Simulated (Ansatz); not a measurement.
# BClFH3: the cost of one run

All numbers below are computed with Ansatz 0.2.0 (RKS r2SCAN-D4/def2-SVP).

## Step 1: The system as given

Bond lengths: B1–F2 1.670 Å, B1–H3 1.190 Å, B1–H4 1.190 Å, B1–Cl5 2.160 Å, Cl5–H6 1.380 Å. Angles: F2–B1–H3 120.0°, F2–B1–H4 120.0°, F2–B1–Cl5 71.6°, H3–B1–H4 120.0°, H3–B1–Cl5 97.0°, H4–B1–Cl5 101.2°, B1–Cl5–H6 63.0°.

Coordinates:

```xyz
6

B     0.0000    0.0000    0.0000
F     0.0000    0.0000    1.6700
H     1.0305    0.0000   -0.5950
H    -1.0305    0.0000   -0.5950
Cl    0.0903   -2.0478    0.6811
H     0.0470   -1.0669    1.6505
```

## Step 2: Pulling towards end A

Springs on the bonds that form and break draw the guess towards this end; the thresholds are loose.

Contents of input.yaml:

```yaml
crystal:
  periodic: [false, false, false]
  atoms:
    - { symbol: B, position_ang: [0.0, 0.0, 0.0] }
    - { symbol: F, position_ang: [0.0, 0.0, 1.67] }
    - { symbol: H, position_ang: [1.0305, 0.0, -0.595] }
    - { symbol: H, position_ang: [-1.0305, 0.0, -0.595] }
    - { symbol: Cl, position_ang: [0.0903, -2.0478, 0.6811] }
    - { symbol: H, position_ang: [0.047, -1.0669, 1.6505] }
basis:
  gaussian: { orbitals: def2-SVP }
hamiltonian:
  xc: r2scan
  dispersion: d4
relax:
  f_tol: 0.15
  max_steps: 25
  restrain:
    - { distance: [0, 4], at: 3.06, k: 30.0 }
    - { distance: [5, 1], at: 2.12, k: 30.0 }
    - { distance: [0, 1], at: 1.32, k: 30.0 }
    - { distance: [5, 4], at: 1.37, k: 30.0 }
```

Launch:

```bash
> ansatz run input.yaml --threads 1 --pin off --max-ram 2048MiB --backend cpu --events-out ev --progress --plain --runs-dir out
```

Q: Estimate wall time and peak memory on 1 thread of Arm Neoverse V1, shared host.

About 22 s, with a peak of 0.13 GiB.
